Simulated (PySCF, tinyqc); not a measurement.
Worked calculation: MP2 on RHF in the sto-6g basis, frozen core, for HF, spin multiplicity 1. The lowest restricted solution is unstable here: a spin-polarised one lies 0.0105 hartree lower (PySCF). Computed by tinyqc, a small Python program that keeps every step (integrals from PySCF). Settings: charge = 0, multiplicity = 1, basis = sto-6g, method = RHF, frozen orbitals = 1, energy threshold = 1e-10, iteration cap = 74, orthogonalisation = canonical, start = core, DIIS depth = 6. Command: `OMP_NUM_THREADS=1 python tinyqc.py 29166 29167 out.jsonl` (the two numbers bound the seeds that draw the settings). One thread of a shared host (Intel(R) Xeon(R) Processor @ 2.60GHz), about 0.1 s of CPU time with the checks. The early iterations of the SCF are left out here.

## One-electron integrals

Geometry (angstrom):
```
atom         x         y         z
F     0.000000  0.000000  0.000000
H     0.000000  0.000000  1.306000
```

Basis sto-6g: exponents (1/bohr^2) and contraction coefficients of normalised primitives:
```
element  l (shell)     exponent  coefficient
F            s (1)  1728.626574     0.009164
F            s (1)   316.941790     0.049361
F            s (1)    88.668891     0.168538
F            s (1)    30.460157     0.370563
F            s (1)    11.828570     0.416492
F            s (1)     4.871659     0.130334
F            s (2)    67.032281    -0.013253
F            s (2)    13.267438    -0.046992
F            s (2)     4.123510    -0.033785
F            s (2)     1.586463     0.250242
F            s (2)     0.689002     0.595117
F            s (2)     0.315820     0.240706
F            p (3)    67.032281     0.003760
F            p (3)    13.267438     0.037679
F            p (3)     4.123510     0.173897
F            p (3)     1.586463     0.418036
F            p (3)     0.689002     0.425860
F            p (3)     0.315820     0.101708
H            s (1)    35.523221     0.009164
H            s (1)     6.513144     0.049361
H            s (1)     1.822143     0.168538
H            s (1)     0.625955     0.370563
H            s (1)     0.243077     0.416492
H            s (1)     0.100112     0.130334
```

Overlap, kinetic and nuclear-attraction integrals over the contracted functions; the nuclear repulsion is the sum of Za Zb / Rab.

nuclear repulsion = 3.64670360 hartree

overlap S, order 1F 1s, 1F 2s, 1F 2px, 1F 2py, 1F 2pz, 2H 1s:
$$\begin{pmatrix}
1.000000 & 0.232479 & 0.000000 & 0.000000 & 0.000000 & 0.020571 \\
0.232479 & 1.000000 & 0.000000 & 0.000000 & 0.000000 & 0.238418 \\
0.000000 & 0.000000 & 1.000000 & 0.000000 & 0.000000 & 0.000000 \\
0.000000 & 0.000000 & 0.000000 & 1.000000 & 0.000000 & 0.000000 \\
0.000000 & 0.000000 & 0.000000 & 0.000000 & 1.000000 & 0.209879 \\
0.020571 & 0.238418 & 0.000000 & 0.000000 & 0.209879 & 1.000000
\end{pmatrix}$$

kinetic energy T (hartree), order 1F 1s, 1F 2s, 1F 2px, 1F 2py, 1F 2pz, 2H 1s:
$$\begin{pmatrix}
37.397730 & -1.143349 & 0.000000 & 0.000000 & 0.000000 & -0.005356 \\
-1.143349 & 1.082297 & 0.000000 & 0.000000 & 0.000000 & 0.005153 \\
0.000000 & 0.000000 & 3.251325 & 0.000000 & 0.000000 & 0.000000 \\
0.000000 & 0.000000 & 0.000000 & 3.251325 & 0.000000 & 0.000000 \\
0.000000 & 0.000000 & 0.000000 & 0.000000 & 3.251325 & 0.062974 \\
-0.005356 & 0.005153 & 0.000000 & 0.000000 & 0.062974 & 0.768522
\end{pmatrix}$$

nuclear attraction V (hartree), order 1F 1s, 1F 2s, 1F 2px, 1F 2py, 1F 2pz, 2H 1s:
$$\begin{pmatrix}
-78.227641 & -7.959908 & 0.000000 & 0.000000 & -0.007851 & -0.805206 \\
-7.959908 & -11.880439 & 0.000000 & 0.000000 & -0.092606 & -1.973626 \\
0.000000 & 0.000000 & -11.864778 & 0.000000 & 0.000000 & 0.000000 \\
0.000000 & 0.000000 & 0.000000 & -11.864778 & 0.000000 & 0.000000 \\
-0.007851 & -0.092606 & 0.000000 & 0.000000 & -11.910240 & -1.496270 \\
-0.805206 & -1.973626 & 0.000000 & 0.000000 & -1.496270 & -4.853714
\end{pmatrix}$$

core Hamiltonian H = T + V (hartree), order 1F 1s, 1F 2s, 1F 2px, 1F 2py, 1F 2pz, 2H 1s:
$$\begin{pmatrix}
-40.829911 & -9.103257 & 0.000000 & 0.000000 & -0.007851 & -0.810562 \\
-9.103257 & -10.798143 & 0.000000 & 0.000000 & -0.092606 & -1.968473 \\
0.000000 & 0.000000 & -8.613453 & 0.000000 & 0.000000 & 0.000000 \\
0.000000 & 0.000000 & 0.000000 & -8.613453 & 0.000000 & 0.000000 \\
-0.007851 & -0.092606 & 0.000000 & 0.000000 & -8.658914 & -1.433296 \\
-0.810562 & -1.968473 & 0.000000 & 0.000000 & -1.433296 & -4.085192
\end{pmatrix}$$

## Two-electron integrals

Functions are numbered as in S; the eight-fold symmetry (ij|kl) = (ji|kl) = (kl|ij) leaves the list below.

Two-electron integrals (ij|kl) in chemists' order, unique and non-zero (hartree):
```
(11|11) 5.406240   (21|11) 0.768129   (21|21) 0.138909   (22|11) 1.266271
(22|21) 0.283987   (22|22) 0.926367   (31|31) 0.029452   (32|31) 0.044681
(32|32) 0.204753   (33|11) 1.266273   (33|21) 0.283987   (33|22) 0.926366
(33|33) 0.998085   (41|41) 0.029452   (42|41) 0.044681   (42|42) 0.204753
(43|43) 0.053789   (44|11) 1.266273   (44|21) 0.283987   (44|22) 0.926366
(44|33) 0.890506   (44|44) 0.998085   (51|51) 0.029452   (52|51) 0.044681
(52|52) 0.204753   (53|53) 0.053789   (54|54) 0.053789   (55|11) 1.266273
(55|21) 0.283987   (55|22) 0.926366   (55|33) 0.890506   (55|44) 0.890506
(55|55) 0.998085   (61|11) 0.072219   (61|21) 0.012532   (61|22) 0.025104
(61|33) 0.025063   (61|44) 0.025063   (61|51) 0.000545   (61|52) 0.001072
(61|55) 0.025186   (61|61) 0.001149   (62|11) 0.201474   (62|21) 0.045953
(62|22) 0.169588   (62|33) 0.167141   (62|44) 0.167141   (62|51) 0.003342
(62|52) 0.026207   (62|55) 0.174481   (62|61) 0.004155   (62|62) 0.040254
(63|31) 0.004851   (63|32) 0.028623   (63|53) 0.005362   (63|63) 0.005597
(64|41) 0.004851   (64|42) 0.028623   (64|54) 0.005362   (64|64) 0.005597
(65|11) 0.146029   (65|21) 0.033746   (65|22) 0.133001   (65|33) 0.127662
(65|44) 0.127662   (65|51) 0.006904   (65|52) 0.047299   (65|55) 0.143680
(65|61) 0.003168   (65|62) 0.038737   (65|65) 0.042438   (66|11) 0.401458
(66|21) 0.093248   (66|22) 0.396624   (66|33) 0.385275   (66|44) 0.385275
(66|51) 0.007356   (66|52) 0.082334   (66|55) 0.419320   (66|61) 0.008463
(66|62) 0.129199   (66|65) 0.143624   (66|66) 0.774999
```

## Orthogonalisation

S = U s U^T; canonical form X = U s^(-1/2), so that X^T S X = 1. Each column of U has its largest component positive (the first on a tie).

eigenvalues of S: [0.638245, 0.858712, 1.000000, 1.000000, 1.122353, 1.380690]

X, order 1F 1s, 1F 2s, 1F 2px, 1F 2py, 1F 2pz, 2H 1s:
$$\begin{pmatrix}
-0.463034 & 0.662491 & 0.000000 & 0.000000 & -0.532996 & 0.348235 \\
0.786106 & -0.364583 & 0.000000 & 0.000000 & -0.312318 & 0.525977 \\
0.000000 & 0.000000 & 0.999994 & 0.003496 & 0.000000 & 0.000000 \\
0.000000 & 0.000000 & -0.003496 & 0.999994 & 0.000000 & 0.000000 \\
0.430061 & 0.638653 & 0.000000 & 0.000000 & 0.616571 & 0.275812 \\
-0.741269 & -0.429933 & 0.000000 & 0.000000 & 0.359441 & 0.500284
\end{pmatrix}$$

Within a degenerate level the vectors are fixed only up to a rotation; this is one choice.

## Iteration 7 (converged): orbitals

converged F (hartree), order 1F 1s, 1F 2s, 1F 2px, 1F 2py, 1F 2pz, 2H 1s:
$$\begin{pmatrix}
-26.263290 & -6.372208 & 0.000000 & 0.000000 & -0.013278 & -0.570419 \\
-6.372208 & -2.885673 & 0.000000 & 0.000000 & -0.017287 & -0.565410 \\
0.000000 & 0.000000 & -0.472684 & 0.000000 & 0.000000 & 0.000000 \\
0.000000 & 0.000000 & 0.000000 & -0.472684 & 0.000000 & 0.000000 \\
-0.013278 & -0.017287 & 0.000000 & 0.000000 & -0.211313 & -0.401165 \\
-0.570419 & -0.565410 & 0.000000 & 0.000000 & -0.401165 & -0.260126
\end{pmatrix}$$

Diagonalise F' = X^T F X, C = X C', fill 5 alpha and 5 beta electrons from the bottom; D = 2 C_occ C_occ^T. Each column has its largest component positive (the first on a tie).

F' = X^T F X (hartree):
$$\begin{pmatrix}
-2.440474 & 4.811340 & 0.000000 & 0.000000 & -4.310486 & 3.185819 \\
4.811340 & -8.601633 & 0.000000 & 0.000000 & 8.734622 & -6.861045 \\
0.000000 & 0.000000 & -0.472684 & 0.000000 & 0.000000 & 0.000000 \\
0.000000 & 0.000000 & 0.000000 & -0.472684 & 0.000000 & 0.000000 \\
-4.310486 & 8.734622 & 0.000000 & 0.000000 & -9.794832 & 7.639075 \\
3.185819 & -6.861045 & 0.000000 & 0.000000 & 7.639075 & -7.013303
\end{pmatrix}$$

orbital energies (hartree): MO1 -26.266378, MO2 -1.424381, MO3 -0.472684, MO4 -0.472684, MO5 -0.472471, MO6 0.312989

coefficients C, order 1F 1s, 1F 2s, 1F 2px, 1F 2py, 1F 2pz, 2H 1s:
$$\begin{pmatrix}
0.997245 & -0.245999 & 0.000000 & 0.000000 & 0.041305 & 0.043902 \\
0.011723 & 1.004077 & 0.000000 & 0.000000 & -0.225837 & -0.256451 \\
0.000000 & 0.000000 & 0.125150 & 0.992138 & 0.000000 & 0.000000 \\
0.000000 & 0.000000 & 0.992138 & -0.125150 & 0.000000 & 0.000000 \\
0.000825 & 0.018529 & 0.000000 & 0.000000 & 0.688064 & -0.758476 \\
-0.001576 & 0.082037 & 0.000000 & 0.000000 & 0.606118 & 0.860055
\end{pmatrix}$$

D after iteration 7, order 1F 1s, 1F 2s, 1F 2px, 1F 2py, 1F 2pz, 2H 1s:
$$\begin{pmatrix}
2.113439 & -0.489279 & 0.000000 & 0.000000 & 0.049370 & 0.006566 \\
-0.489279 & 2.118622 & 0.000000 & 0.000000 & -0.273552 & -0.109061 \\
0.000000 & 0.000000 & 2.000000 & 0.000000 & 0.000000 & 0.000000 \\
0.000000 & 0.000000 & 0.000000 & 2.000000 & 0.000000 & 0.000000 \\
0.049370 & -0.273552 & 0.000000 & 0.000000 & 0.947553 & 0.837133 \\
0.006566 & -0.109061 & 0.000000 & 0.000000 & 0.837133 & 0.748222
\end{pmatrix}$$

Within a degenerate level the vectors are fixed only up to a rotation; this is one choice.

## Convergence

Stop when the energy changes by less than 1e-10 hartree and every element of the error matrix X^T (F D S - S D F) X is below 3e-06.

Course of the cycle:
```
iteration   E (hartree)     change  largest element of the error matrix
1          -98.83882293          -                             3.76e-01
2          -99.39714870  -5.58e-01                             1.21e-01
3          -99.41480730  -1.77e-02                             3.02e-02
4          -99.41537154  -5.64e-04                             1.13e-03
5          -99.41537256  -1.02e-06                             3.03e-05
6          -99.41537256  -7.64e-10                             2.92e-07
7          -99.41537256  -8.53e-14                             2.15e-09
```

PySCF RHF in the same basis = -99.41537256 hartree

Converged in 7 iterations.

## Integrals over molecular orbitals

(pq|rs) = sum C_ip C_jq C_kr C_ls (ij|kl), one index at a time.

one-electron integrals over orbitals h = C^T H C (hartree):
$$\begin{pmatrix}
-40.816992 & 0.735087 & 0.000000 & 0.000000 & -0.118334 & -0.132492 \\
0.735087 & -9.189947 & 0.000000 & 0.000000 & 0.463947 & 0.725253 \\
0.000000 & 0.000000 & -8.613453 & 0.000000 & 0.000000 & 0.000000 \\
0.000000 & 0.000000 & 0.000000 & -8.613453 & 0.000000 & 0.000000 \\
-0.118334 & 0.463947 & 0.000000 & 0.000000 & -6.719633 & 2.325766 \\
-0.132492 & 0.725253 & 0.000000 & 0.000000 & 2.325766 & -5.945425
\end{pmatrix}$$

Two-electron integrals over orbitals (pq|rs), unique and non-zero (hartree); the lowest 1 orbital is frozen and left out:
```
(22|22) 0.880441    (32|32) 0.190728    (33|22) 0.900085    (33|33) 0.998085
(42|42) 0.190728    (43|43) 0.053789    (44|22) 0.900085    (44|33) 0.890506
(44|44) 0.998085    (52|22) -0.045496   (52|33) -0.061250   (52|44) -0.061250
(52|52) 0.130567    (53|32) -0.024884   (53|53) 0.034061    (54|42) -0.024884
(54|54) 0.034061    (55|22) 0.683870    (55|33) 0.669225    (55|44) 0.669225
(55|52) -0.011531   (55|55) 0.665520    (62|22) -0.078176   (62|33) -0.077410
(62|44) -0.077410   (62|52) -0.080558   (62|55) -0.021946   (62|62) 0.090725
(63|32) -0.025756   (63|53) -0.023157   (63|63) 0.028345    (64|42) -0.025756
(64|54) -0.023157   (64|64) 0.028345    (65|22) -0.248822   (65|33) -0.253802
(65|44) -0.253802   (65|52) 0.074469    (65|55) -0.091323   (65|62) 0.032900
(65|65) 0.240032    (66|22) 0.631213    (66|33) 0.615859    (66|44) 0.615859
(66|52) 0.042342    (66|55) 0.642121    (66|62) -0.050712   (66|65) -0.025145
(66|66) 0.667343
```

## Second-order Moller-Plesset energy

Hartree-Fock energy = -99.41537256 hartree

E2 = sum_ijab (ia|jb) [2 (ia|jb) - (ib|ja)] / (e_i + e_j - e_a - e_b) over occupied i, j and virtual a, b; the opposite-spin part is (ia|jb)^2 / denominator, the rest is same-spin, and SCS-MP2 scales them by 6/5 and 1/3.

Terms:
```
i  j  a  b   (ia|jb)   (ib|ja)  denominator       term
5  5  6  6  0.240032  0.240032    -1.570921  -0.036676
2  2  6  6  0.090725  0.090725    -3.474740  -0.002369
4  4  6  6  0.028345  0.028345    -1.571346  -0.000511
3  3  6  6  0.028345  0.028345    -1.571346  -0.000511
2  5  6  6  0.032900  0.032900    -2.522830  -0.000429
5  2  6  6  0.032900  0.032900    -2.522830  -0.000429
```

Pair energies (hartree; pair i-j sums ij and ji):
```
pair  opposite spin  same spin
2-2       -0.002369   0.000000
3-3       -0.000511   0.000000
4-4       -0.000511   0.000000
5-2       -0.000858   0.000000
5-5       -0.036676   0.000000
```

MP2 correlation energy = -0.04092571 hartree

SCS-MP2 correlation energy = -0.04911085 hartree

MP2 total energy = -99.45629827 hartree
